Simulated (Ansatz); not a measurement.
Ansatz (a first-principles code) input (MP2/cc-pVTZ): A basis named .json is the Basis Set Exchange file of that set (core-valence sets with the plain set on hydrogen).

Ansatz 0.2 input:
```yaml
crystal:
  periodic: [false, false, false]
  atoms:
    - {symbol: H, position_ang: [-0.00000000, -0.00000000, -0.37201156]}
    - {symbol: H, position_ang: [0.00000000, 0.00000000, 0.37201156]}
basis:
  gaussian:
    orbitals: cc-pVTZ
    fitting: {mean_field: def2-universal-jkfit, correlation: aug-cc-pVQZ-RIFIT.json}
magnetization: {spin_polarized: false}
correlation: {method: mp2, electrons: outside_noble_gas}
```

Output:

```
Functional definition: HF
integrals: 0.00 GiB planned
36 factors; integrals over basis functions are off by at most 1.1e0 eV
160 factors; integrals over basis functions are off by at most 2.6e-2 eV
mean field: 0.04 GiB planned
mean field evaluation 1: about -30.7492 eV, gradient 3.6e0 eV
mean field evaluation 2: about -30.8253 eV, gradient 7.4e-1 eV
mean field evaluation 4: about -30.8287 eV, gradient 1.7e-5 eV
mean field -30.82868126 eV, -1.1329331400 hartree, gradient 1.6e-6 eV, S^2 0.000000; 0 other end points of the search recorded, 0 dependent functions left out
reference -30.82868126 eV, -1.1329331400 hartree; 1, 1 occupied and 27, 27 virtual orbitals, 160 factors
second order -0.86195429 eV of doubles, -0.00000000 eV of singles
Total energy: -31.69063555 eV, -1.1646093757 hartree
```
